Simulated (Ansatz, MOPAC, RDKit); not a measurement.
Complex: C2H2 (SMILES C#C) (first 4 atoms) with H2O (SMILES O); geometry from S66by8 set.
(charge 0, multiplicity 1):
```xyz
7

C     -1.4724     0.0604     0.0473
H     -0.4066     0.0301     0.0227
C     -2.6843     0.0942     0.0747
H     -3.7448     0.1245     0.0993
O      2.9379    -0.0983    -0.0776
H      3.5083    -0.6881     0.4195
H      3.5099     0.2527    -0.7629
```

Interaction energies are E(AB) − E(A) − E(B) at the monomers' geometry in the complex; basis-set methods are counterpoise corrected.

The state that PM6 reach isn't checked.

Codes used: Ansatz (a first-principles code) with Gaussian orbitals; MOPAC for PM6 (differences of heats of formation); RDKit for the force fields. Each number belongs to the level named beside it.

Task: One of these levels gives -0.53 kcal/mol for the interaction energy. Name it.
(A) MMFF94
(B) PM6
(C) HF/aug-cc-pVTZ

Result: B, PM6. The others give -0.84 (MMFF94), -1.18 (HF/aug-cc-pVTZ)
